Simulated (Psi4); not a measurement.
Reaction (SMILES): N#P (N-P) + 3 [H][H] (H2) → N (NH3) + P (PH3)
B3LYP-D3(BJ)/def2-TZVP geometries, fixed; electronic energies without zero-point terms.

How fast the energy of full hydrogenation converges with the basis for several methods (Psi4): deviation from each method's own reference, in kcal/mol. References: HF -81.34 kcal/mol, the value in aug-cc-pV(Q+d)Z; MP2 -59.54 kcal/mol, Hartree-Fock in aug-cc-pV(Q+d)Z plus the correlation part extrapolated as X^-3 from aug-cc-pV(T+d)Z and aug-cc-pV(Q+d)Z; PBE -71.26 kcal/mol, the value in aug-cc-pV(Q+d)Z; PBE0 -80.62 kcal/mol, the value in aug-cc-pV(Q+d)Z. Cartesian d functions, on some or all atoms, in 6-31G*, 6-31G**, 6-31+G*; all else is spherical. Density fitting with the program's default auxiliary sets. In correlated methods cores are frozen. Psi4's default fitting sets serve the pcseg sets less well. No added dispersion term, no relativity. 

```tsv
basis	functions	HF	MP2	PBE	PBE0
3-21G	22	3.46	36.45	11.51	8.98
def2-SV(P)	32	3.32	21.65	8.54	7.07
pcseg-1	33	-1.76	8.32	1.66	0.76
6-31G*	34	1.58	21.44	7.31	5.28
6-31G**	34	-0.75	11.86	3.54	2.07
6-31+G*	42	-0.10	18.90	3.65	2.50
def2-SVPD	48	-10.38	-5.46	-10.38	-9.88
def2-TZVPPD	99	-0.59	0.21	-0.50	-0.56
def2-QZVPP	160	0.05	0.21	0.36	0.21
def2-QZVPPD	175	0.02	0.13	0.16	0.09
aug-pcseg-3	236	-0.07	0.38	0.14	0.08
cc-pV(5+d)Z	265	0.12	0.67	0.29	0.20
```
